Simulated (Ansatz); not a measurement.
Run this with Ansatz 0.2.0, Python API and show what comes out.

`h3o_composite.py`:
```python
# -*- coding: utf-8 -*-
"""A composite energy for H3O(+): DFT geometry, MP2 basis limit, coupled-cluster correction."""

import warnings

import ansatz
import numpy as np

GEOMETRY = """
O     0.19605   -0.06102   -0.05690
H     0.21423    0.91944    0.01647
H    -0.41341   -0.36662   -0.76568
H     0.00313   -0.49180    0.80612
"""

warnings.simplefilter("ignore", ansatz.DeckWarning)

molecule = ansatz.Crystal.molecule()
for line in GEOMETRY.strip().splitlines():
    symbol, *xyz = line.split()
    molecule = molecule.atom(symbol, [float(v) for v in xyz])

setup = molecule.calculation()
setup = setup.basis(gaussian="def2-SVP").functional("B3LYP")
setup = setup.charge(1)
symbols = [site.symbol for site in molecule.cartesian_sites]
start = np.array([site.position_ang for site in molecule.cartesian_sites], dtype=float)
rep = setup.relax(force_tolerance=0.01).run(threads=1, pin="off").report
end = np.array(rep["positions_ang"])
print("final positions (A) and the move of each atom")
for symbol, xyz, old in zip(symbols, end, start):
    print(f"{symbol:2s} {xyz[0]:10.5f} {xyz[1]:10.5f} {xyz[2]:10.5f}   {np.linalg.norm(xyz - old):7.4f}")

minimum = ansatz.Crystal.molecule()
for symbol, place in zip(symbols, end):
    minimum = minimum.atom(symbol, place.tolist())
at_minimum = minimum.calculation().charge(1)
# MP2 extrapolated to the basis limit, plus the small-basis difference CCSD(T) - MP2
level = lambda method, basis: at_minimum.basis(gaussian=basis).correlation(method).run(threads=1, pin="off").report
small, large, cluster = level("mp2", "cc-pVDZ"), level("mp2", "cc-pVTZ"), level("ccsd_t", "cc-pVDZ")
corr = lambda each: (each["free_energy_ev"] - each["reference_energy_ev"]) / 27.211386246
mp2_limit = (27 * corr(large) - 8 * corr(small)) / 19
pieces = {"HF / cc-pVTZ": large["reference_energy_ev"] / 27.211386246, "MP2 correlation, DZ-TZ limit": mp2_limit, "CCSD(T) - MP2 / cc-pVDZ": corr(cluster) - corr(small)}
for name, value in pieces.items():
    print(f"{name:32s} {value:14.6f} Ha")
print(f"{'sum':32s} {sum(pieces.values()):14.6f} Ha")
print("T1 diagnostic", round(cluster["correlation"]["coupled_cluster"]["t1_diagnostic"], 4))
```

```console
$ python h3o_composite.py
final positions (A) and the move of each atom
O     0.18520   -0.05774   -0.05367    0.0118
H     0.21973    0.92446    0.01538    0.0075
H    -0.41216   -0.37034   -0.77208    0.0075
H     0.00723   -0.49638    0.81038    0.0075
HF / cc-pVTZ                         -76.338365 Ha
MP2 correlation, DZ-TZ limit          -0.280203 Ha
CCSD(T) - MP2 / cc-pVDZ               -0.014347 Ha
sum                                  -76.632915 Ha
T1 diagnostic 0.0061
```

Caveats:
- Total energies depend on the basis set; only differences at equal settings carry meaning.
- The sum leaves out core correlation, relativity, the Hartree-Fock basis error and zero-point energy; a DZ-TZ extrapolation is rough.
- b3lyp holds the VWN-RPA fit, as in Gaussian; the form of ORCA and Turbomole is b3lyp5.
- Inner cores stay frozen, so this is valence correlation.
- An extrapolation from small basis sets is rough.
- Wall time of the script: 2.2 s on 1 thread of Arm Neoverse V2, with other jobs on the host, peak memory 0.16 GiB.
